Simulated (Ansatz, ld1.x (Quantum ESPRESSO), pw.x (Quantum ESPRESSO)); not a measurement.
# Equation-of-state test of one TM potential (barium)

Ba (Z = 56), norm-conserving Troullier–Martins (Kleinman–Bylander form), made with ld1.x (Quantum ESPRESSO) 7.5 (LDA (PW92), scalar-relativistic). Core [Kr] 4d10 5s2, reference 5p6 5d0 6s2 6p0. Waves: 5p (bound): rc 3.30 bohr; 5d (bound, empty): rc 2.85 bohr; 6s (bound): rc 3.80 bohr. Local part: the s channel. Core correction: a·sin(br)/r model core, default radius (core density twice the valence density).

Atomic tests: cutoffs needed: 10 Ry and 15 Ry (the cutoffs (Ry, on a coarse ladder) from which the occupation-weighted sum of valence levels, in a spherical-Bessel basis at the reference potential, stays within 10 and 1 mRy of its value at 400 Ry); ghost test: no extra level below or beside the all-electron valence levels (p, d, s, f tested) (spherical-Bessel basis up to 400 Ry, 20 bohr box); configuration tests: 1 of 9 tests not solved or not reliable.

Crystal test: fcc Ba in pw.x 7.5, no spin, 10³ k-points, Fermi–Dirac smearing 0.01 Ry, cutoffs 50/200 Ry. The reference is all-electron LAPW (Ansatz 0.2.0) with the same functional, mesh and smearing; V0 and B0 come from Birch–Murnaghan fits to the pressures at five volumes. Errors are pseudo minus all-electron; Δ is the rms difference of the E(V) curves that follow from these fits, minima aligned, over ±6 % about the mean V0. Mesh and smearing are coarse, so the numbers serve the comparison and aren't converged zero-temperature values; the lattice is a test structure that the element need not adopt.

```
V (Å³/atom)  P all-electron (GPa)  P pseudo (GPa)
     51.168                  0.48            2.26
     52.514                  0.23            1.85
     53.861                 -0.00            1.49
     55.208                 -0.22            1.15
     56.554                 -0.42            0.85
```

All-electron: a0 = 5.994 Å (V0 = 53.84 Å³/atom), B0 = 9.0 GPa.

Pseudopotential: mean pressure error (GPa): +1.51. The pressure does not cross zero within the volumes sampled, so no fit is given. This is a poor potential for the solid. Atomic configuration tests: 1 of 9 tests not solved or not reliable.

Q: At the middle volume, how do free energy and pressure move when the wave cutoff is lowered (ecutrho kept at four times it)?

A:

```csv
cutoff (Ry),shift of F (meV/atom),shift of P (GPa)
22,+1.5,-0.10
30,+0.5,+0.06
40,-1.1,+0.03
```

The 8 pw.x runs together took about 81 s on one core of a shared server CPU.
